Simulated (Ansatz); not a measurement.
**CH4Si+ (doublet): from Hartree-Fock to the top rungs, cc-pVTZ**

One table from this session's results is given with a row withheld; the runs are named, their logs left out.

The runs use Ansatz 0.2.0, Gaussian basis; cc-pVTZ, core rule «outside noble gas», up to 6 orbitals frozen.

To be run: UHF; CCSD(T) on ROHF; CCSD(T) on UHF; BCCD(T) on ROHF; CCSDT(Q) on ROHF; CCSDT(Q) on UHF.

6 further runs of the same task are left out: 6 set aside as unsound or not needed.

### The geometry

The geometry is a PBE0/def2-TZVP stationary point (not a proven minimum) of the parent state, kept for this charge and spin.

6 atoms, charge 1, spin multiplicity 2.

Atoms are counted from 1 here; the program's logs count them from 0.

Bond lengths: Si1–C2 1.885 Å, Si1–H3 1.491 Å, C2–H4 1.091 Å, C2–H5 1.093 Å, C2–H6 1.093 Å. Angles: C2–Si1–H3 119.0°, Si1–C2–H4 109.8°, Si1–C2–H5 110.6°, Si1–C2–H6 110.6°, H4–C2–H5 108.2°, H4–C2–H6 108.2°, H5–C2–H6 109.3°.

The first run:

Contents of in.yaml:

```yaml
crystal:
  periodic: [false, false, false]
  atoms:
    - {symbol: Si, position_ang: [0.000000, -0.086402, 0.646481]}
    - {symbol: C, position_ang: [0.000000, 0.079187, -1.230736]}
    - {symbol: H, position_ang: [0.000000, 1.148798, 1.480897]}
    - {symbol: H, position_ang: [0.000000, -0.911108, -1.689492]}
    - {symbol: H, position_ang: [0.890815, 0.613122, -1.569773]}
    - {symbol: H, position_ang: [-0.890815, 0.613122, -1.569773]}
basis:
  gaussian: {orbitals: cc-pVTZ}
total_charge: 1
magnetization: {spin_polarized: true, initial_magnetization: 1}
hamiltonian: {xc: hf}
output: {orbitals: {seedname: orbitals}}
```

The run is started by

```bash
$ ansatz run in.yaml --threads 1 --pin off --events-out ev --progress --plain --max-ram 4096MiB --backend cpu
```

Steps of the session up to this table: UHF; CCSD(T) on ROHF; CCSD(T) on UHF; BCCD(T) on ROHF; CCSDT(Q) on ROHF; CCSDT(Q) on UHF.

One table of the session follows, with a row left open; its other results are not shown here.

It belongs to the step «Misses and costs». 

```
   method  from UCCSDT(Q) (meV)
     ROHF                     ?
      UHF               +7968.9
     RMP2               +1139.1
     UMP2               +1135.9
    RCCSD                +312.9
    UCCSD                +310.1
 RCCSD(T)                 +36.8
 UCCSD(T)                 +36.1
  BCCD(T)                 +35.5
   RCCSDT                 +12.2
   UCCSDT                 +11.1
RCCSDT(Q)                  +1.8
UCCSDT(Q)                     0
```

Estimate the missing values for ROHF.

As computed: from UCCSDT(Q) (meV): +8022.9. In the column «from UCCSDT(Q) (meV)» it is the highest.

Caveats from the session: Restricted and unrestricted rows rest on different reference determinants; where their highest levels disagree by more than a few hundredths of an eV, they describe different states and don't form one ladder.
